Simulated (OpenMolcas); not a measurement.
# AlH6P (Al(PH3)H3) at MP2/ANO-L-VDZ (fermi aufbau 4)

Aim: a geometry optimisation of AlH6P (Al(PH3)H3). 

The calculation is run with OpenMolcas 26.06.

### 1 The system as given

AlH6P: 8 atoms, total charge 0, spin state singlet. SMILES: `[H][Al]([H])([H])<-[PH3]`. The shape was changed from the relaxed one by the stated rule. The run starts from this shape.

Bond lengths: Al1–P2 2.506 Å, P2–H3 1.388 Å, P2–H4 1.394 Å, P2–H5 1.379 Å, Al1–H6 1.571 Å, Al1–H7 1.571 Å, Al1–H8 1.584 Å. Some angles: Al1–P2–H3 121.1°, Al1–P2–H4 120.1°, Al1–P2–H5 123.3°, P2–Al1–H6 94.4°, P2–Al1–H7 95.9°, P2–Al1–H8 95.8°, H3–P2–H4 95.3°, H3–P2–H5 96.1°, H4–P2–H5 94.1°, H6–Al1–H7 117.6°.

### 2 A geometry optimisation at MP2/ANO-L-VDZ (fermi aufbau 4)

Input file input.xyz:

```xyz
8

Al    -0.030924    -0.003133    -1.476527
P     -0.006038    -0.007668     1.029668
H      0.695701     0.954930     1.741415
H      0.526547    -1.094149     1.721232
H     -1.149844     0.047631     1.797582
H      1.534744    -0.008168    -1.611509
H     -0.769133     1.374787    -1.628736
H     -0.814023    -1.371267    -1.630811
```

Input file run.input:

```
>>> EXPORT MOLCAS_PRINT=2

&GATEWAY
 Coord=input.xyz
 Basis=ANO-L-VDZ
 Group=NoSym
>>> EXPORT MOLCAS_MAXITER=40
>>> Do While

&SEWARD

&SCF
 Fermi=4
 PrOrbitals=1 1

&MBPT2
 Frozen=10
 Grdt

&SLAPAF
>>> EndDo
```

Run with:

```console
$ export MOLCAS_MEM=1860
$ pymolcas run.input > run.log
```

What values should one expect? Wanted: total energy at the end; dipole moment; HOMO energy; LUMO energy; HOMO–LUMO gap; correlation energy.

Answer, from the run:

Level: MP2/ANO-L-VDZ (fermi aufbau 4), 10 core orbitals frozen.

| quantity | value |
| --- | --- |
| total energy at the end | -586.15486 Eh |
| dipole moment (mean-field density) | 4.29 D |
| HOMO energy (Hartree–Fock orbitals) | -10.96 eV |
| LUMO energy (Hartree–Fock orbitals) | 1.38 eV |
| HOMO–LUMO gap (Hartree–Fock orbitals) | 12.33 eV |
| correlation energy (10 core orbitals frozen) | -101.8 mEh |

**Reading.** At the final geometry: Bond lengths: Al1–P2 2.705 Å, P2–H3 1.446 Å, P2–H4 1.446 Å, P2–H5 1.446 Å, Al1–H6 1.620 Å, Al1–H7 1.620 Å, Al1–H8 1.620 Å. Some angles: Al1–P2–H3 118.6°, Al1–P2–H4 118.6°, Al1–P2–H5 118.6°, P2–Al1–H6 96.5°, P2–Al1–H7 96.5°, P2–Al1–H8 96.5°, H3–P2–H4 99.0°, H3–P2–H5 99.0°, H4–P2–H5 99.0°, H6–Al1–H7 118.7°. The optimisation took 26 steps and changed the energy by -0.291 eV.
